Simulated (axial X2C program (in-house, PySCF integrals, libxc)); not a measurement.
PH⁻: cheaper levels and CCSD(T), 2c

Computed with an in-house relativistic program for diatomic molecules. Two-component (2c) means X2C with spin–orbit coupling and atomic mean-field two-electron Coulomb and Gaunt terms. Basis: P dyall-av3z [9s8p3d2f], H dyall-av3z [7s3p2d] (cores contracted in-house); Gaussian nuclei, density fitting, unrestricted open shells. Masses: P 30.974 u, H 1.008 u.

State: Ω = 3/2 (⟨Sz⟩ = 0.50, ⟨Lz⟩ = 1.00 at HF); fragments P- + H for PBE0, MP2, r2SCAN; P + H- for HF, CCSD, CCSD(T).

| level | Re (Å) | ωe (cm⁻¹) | De (eV) |
| --- | --- | --- | --- |
| PBE0 | 1.442 | 2265.5 | 3.29 |
| HF | 1.428 | 2357.8 | 2.28 |
| MP2 | 1.435 | 2312.6 | 3.26 |
| CCSD | 1.440 | 2257.6 | 3.14 |
| r2SCAN | 1.442 | 2252.7 | 3.19 |

Correlated methods: 7 electrons correlated (number of frozen shells: P 2 s, 1 p; H none), 149 virtual spin orbitals or spinors in MP2, 90 natural virtuals in coupled cluster.

CCSD(T), same Hamiltonian and basis:

Re = 1.443 Å, ωe = 2238.2 cm⁻¹, De = 3.25 eV; T1 = 0.020 (Lee–Taylor normalisation).

Question: Give the differences from CCSD(T) in the columns below.

Answer: 

```tsv
level	ΔRe (Å)	Δωe (cm⁻¹)	ΔDe (eV)
PBE0	-0.001	27	n/a
HF	-0.015	120	-0.97
MP2	-0.008	74	n/a
CCSD	-0.003	19	-0.11
r2SCAN	-0.001	14	n/a
```

The state is one determinant whose occupation by symmetry is held fixed; it was picked as the lowest of a PBE0 search that is not exhaustive. De is counted from the lowest determinant-based energies of the atoms at the same level, without counterpoise correction. Density functionals use the spin component along the axis (collinear). Coupled cluster ran in a truncated set of natural virtual spinors; the MP2 energy of the rest was added. (T) has no such correction and the atoms are truncated less, which lowers De at CCSD(T) by a hundredth of an eV or more. The 2c atoms are single determinants rather than J levels; their spin–orbit lowering is only partly caught, and De is too large by that part. This holds for PBE0, r2SCAN. Without a current term, density functionals place determinants with orbital angular momentum somewhat too high. The highest occupied level of some functionals is positive through self-interaction error; at Hartree–Fock it is bound. Hartree–Fock gets electron affinities wrong, so its lowest charge split need not be the true one.
